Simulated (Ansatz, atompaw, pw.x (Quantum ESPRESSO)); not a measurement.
**Equation-of-state test of one PAW (atompaw) potential (Hf (Z = 72))**

atompaw 4.2.0.5 input, output lines left out:

```
Hf 72
GGA-PBESOL scalarrelativistic loggrid 2001 logderivrange -2 5 176
6 6 5 4 0 0
6 1 0
5 2 2
0 0 0
c
c
c
c
c
v
c
c
c
c
v
c
c
v
c
2
3.00 2.90 2.60 1.55
y
0.8
n
y
0.65
n
y
1.75
n
custom polynom2 7 10 vanderbiltortho besselshape
bessel
3.00
3.00
3.00
3.00
3.00
2.20
```

Atomic tests: cutoffs needed: 12 Ry and 35 Ry (the cutoffs (Ry, on a coarse ladder) from which the occupation-weighted sum of valence levels, in a spherical-Bessel basis at the reference potential, stays within 10 and 1 mRy of its value at 400 Ry); ghost test: no extra level below or beside the all-electron valence levels (s, p, d, f tested) (spherical-Bessel basis up to 400 Ry, 20 bohr box); lowest eigenvalue of the overlap operator: 0.67 (s channel).

Crystal test: diamond Hf in pw.x 7.5, no spin, 8³ k-points, Fermi–Dirac smearing 0.01 Ry, cutoffs 45/450 Ry. The reference is all-electron LAPW (Ansatz 0.2.0) with the same functional, mesh and smearing; V0 and B0 come from Birch–Murnaghan fits to the pressures at five volumes. Errors are pseudo minus all-electron; Δ is the rms difference of the E(V) curves that follow from these fits, minima aligned, over ±6 % about the mean V0. Mesh and smearing are coarse, so the numbers serve the comparison and aren't converged zero-temperature values; the lattice is a test structure that the element need not adopt.

All-electron: a0 = 6.385 Å (V0 = 32.54 Å³/atom), B0 = 29.5 GPa.

Task: How far does the potential miss the all-electron equation of state?

Result: mean pressure error (GPa): +1.24; a0 (Å): 6.458; a0 error (%): +1.14; B0 error (%): +13.9; Δ (meV/atom): 8.0. The largest radius (3.00 bohr) exceeds half the bond length (2.61 bohr), so the spheres overlap, which is one possible source of error among others. This is a poor potential for the solid. The logarithmic derivative shows an extra or strongly shifted pseudo pole above the reference energy (p near 1.34 Ry).

| V (Å³/atom) | P all-electron (GPa) | P pseudo (GPa) |
| --- | --- | --- |
| 30.927 | 1.57 | 3.24 |
| 31.741 | 0.75 | 2.16 |
| 32.555 | -0.01 | 1.19 |
| 33.369 | -0.72 | 0.31 |
| 34.183 | -1.39 | -0.50 |

Task: At the middle volume, how do free energy and pressure move when the wave cutoff is lowered (ecutrho held at 450 Ry)?

Result:

```csv
cutoff (Ry),shift of F (meV/atom),shift of P (GPa)
20,+46.4,-0.53
27,+19.5,+0.13
36,+3.1,+0.07
```

Input at the middle volume:

```
&control
  calculation='scf', prefix='x', pseudo_dir='./', outdir='./tmp', tstress=.true., disk_io='none'
/
&system
  ibrav=0, nat=2, ntyp=1, ecutwfc=45, ecutrho=450, nbnd=11,
  occupations='smearing', smearing='fd', degauss=0.01
/
&electrons
  conv_thr=1e-09, mixing_beta=0.4, electron_maxstep=70
/
ATOMIC_SPECIES
Hf 1.0 Hf.UPF
CELL_PARAMETERS angstrom
  0.00000000 3.19305133 3.19305133
  3.19305133 0.00000000 3.19305133
  3.19305133 3.19305133 0.00000000
ATOMIC_POSITIONS crystal
Hf 0.0000 0.0000 0.0000
Hf 0.2500 0.2500 0.2500
K_POINTS automatic
8 8 8 0 0 0
```

```bash
pw.x < Hf.scf.in > Hf.scf.out
```

Lines of the output:

```
Message from routine setup:
     using ibrav=0 with symmetry is DISCOURAGED, use correct ibrav instead
     lattice parameter (alat)  =       8.5334  a.u.
     unit-cell volume          =     439.3841 (a.u.)^3
     number of electrons       =         8.00
     number of Kohn-Sham states=           11
     kinetic-energy cutoff     =      45.0000  Ry
     charge density cutoff     =     450.0000  Ry
     scf convergence threshold =      1.0E-09
     Exchange-correlation= SLA PW PSX PSC
     number of k points=    29  Fermi-Dirac smearing, width (Ry)=  0.0100
     iteration #  1     ecut=    45.00 Ry     beta= 0.40
     total energy              =   -1218.28076469 Ry
     estimated scf accuracy    <       0.00363217 Ry
     iteration #  2     ecut=    45.00 Ry     beta= 0.40
     total energy              =   -1218.28549603 Ry
     estimated scf accuracy    <       0.00196487 Ry
     iteration #  3     ecut=    45.00 Ry     beta= 0.40
     total energy              =   -1218.28638472 Ry
     estimated scf accuracy    <       0.00043569 Ry
     iteration #  4     ecut=    45.00 Ry     beta= 0.40
     total energy              =   -1218.28642054 Ry
     estimated scf accuracy    <       0.00000367 Ry
     iteration #  5     ecut=    45.00 Ry     beta= 0.40
     total energy              =   -1218.28642105 Ry
     estimated scf accuracy    <       0.00000110 Ry
     iteration #  6     ecut=    45.00 Ry     beta= 0.40
     total energy              =   -1218.28642111 Ry
     estimated scf accuracy    <          3.1E-09 Ry
     iteration #  7     ecut=    45.00 Ry     beta= 0.40
     total energy              =   -1218.28642112 Ry
     estimated scf accuracy    <          4.3E-09 Ry
     iteration #  8     ecut=    45.00 Ry     beta= 0.40
     total energy              =   -1218.28642111 Ry
     estimated scf accuracy    <       0.00000002 Ry
     iteration #  9     ecut=    45.00 Ry     beta= 0.40
     total energy              =   -1218.28642116 Ry
     estimated scf accuracy    <       0.00000006 Ry
     iteration # 10     ecut=    45.00 Ry     beta= 0.40
     total energy              =   -1218.28642104 Ry
     estimated scf accuracy    <       0.00000042 Ry
     iteration # 11     ecut=    45.00 Ry     beta= 0.40
     total energy              =   -1218.28642111 Ry
     estimated scf accuracy    <       0.00000005 Ry
     iteration # 12     ecut=    45.00 Ry     beta= 0.40
     the Fermi energy is     4.3578 ev
!    total energy              =   -1218.28642112 Ry
     estimated scf accuracy    <          5.1E-10 Ry
     smearing contrib. (-TS)   =      -0.02067650 Ry
     convergence has been achieved in  12 iterations
          total   stress  (Ry/bohr**3)                   (kbar)     P=       11.90
     Message from routine punch:
     Nothing written, as per user request (disk_io='none')
```

The run at the middle volume (29 k-points, 12 iterations) took about 34 s on one core of a shared host (AMD EPYC 7R43 64-Core Processor, 256 threads, 1004 GiB, load 61).
